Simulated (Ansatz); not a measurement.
C2H3N can be A, `[C-]#[N+]C`, or B, `CC#N`.

Computed with Ansatz on PBE0-D4/def2-TZVP structures; ΔE is electronic, products minus reactants. CCSD(T)/CBS is extrapolated from def2-TZVPP and def2-QZVPP, frozen cores. DFT in def2-TZVPP. B3LYP here is the variant with VWN-RPA as its local correlation; programs differ in this.

A:

```xyz
6

C     1.120    1.203   -1.299
N     0.498    0.536   -0.577
C    -0.256   -0.275    0.297
H    -0.087    0.036    1.329
H     0.043   -1.318    0.185
H    -1.318   -0.182    0.066
```

B:

```xyz
6

C     0.160   -0.011    0.460
C    -0.315    0.021   -0.909
N    -0.692    0.047   -1.994
H     0.640    0.936    0.713
H    -0.675   -0.175    1.143
H     0.883   -0.817    0.587
```

Q: Which is lower in electronic energy at CCSD(T)/CBS, and by how much? (Best estimate.)

A: Ansatz gave: B, by 24.2 kcal/mol.

Q: Give E(B) − E(A) in kcal/mol with PBE-D4, B3LYP, B3LYP-D4, PBE0-D4, BLYP-D4, CCSD(T)/def2-TZVPP, HF/def2-TZVPP. (An estimate is asked.)

A: Computed: PBE-D4 -24.9, B3LYP -23.6, B3LYP-D4 -23.4, PBE0-D4 -24.1, BLYP-D4 -23.8, CCSD(T)/def2-TZVPP -24.2, HF/def2-TZVPP -19.8. None reverses the order clearly.

Q: Does the order hold for the free energy at 298.15 K (harmonic terms from PBE0-D4)? (An estimate is asked.)

A: The calculation gave: Yes: G(B) − G(A) = -24.0 kcal/mol.

Largest T1 diagnostic: 0.014.

At CCSD(T), def2-SVP lies +0.9 kcal/mol from the extrapolated value and def2-TZVPP −0.0 kcal/mol. In def2-TZVPP, CCSD(T) changes the Hartree–Fock value by −4.4 kcal/mol (the triples alone add −0.3 kcal/mol) and MP2 by −7.1 kcal/mol.
